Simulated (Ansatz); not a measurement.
Results of r²SCAN (PAW; Ansatz, a program for electronic structure) for trigonal Te.

Settings: plane-wave cutoff 560 eV, 12×12×6 k mesh (along the axes of the cell as run), Fermi–Dirac smearing 0.01 eV, scalar-relativistic PAW data made under PBE.

Properties against volume:

Shape and atoms are relaxed at each volume.

```csv
V (Å³/atom),P (GPa),direct gap at Γ (eV),smallest gap on the k mesh (eV),c (Å)
34.943,0.62,1.951,0.445,5.924
35.671,0.29,1.924,0.519,5.915
36.399,0.00,1.906,0.581,5.906
37.127,-0.22,1.901,0.630,5.894
37.855,-0.41,1.904,0.681,5.882
```

The fundamental gap (0.54 eV at the equilibrium volume, with added k points) lies elsewhere than Γ–Γ.

Measured, for comparison: band gap 0.33 eV (temperature not stated, not corrected to a static lattice, compiled measured gap; kind and temperature not stated; as tabulated in Kothakonda et al. (2022), arXiv:2208.02841).

Note: for a layered or molecular solid the relaxed cell lies over 5 % above the published volume, where the minimum can be shallow; the cell comes from a level without a dispersion term, which matters for the spacing of layers, chains or molecules; the bulk modulus comes from volumes at which shape and atoms were relaxed.

Spin–orbit coupling is not included; with these elements it can move the gap by several tenths of an eV or more.
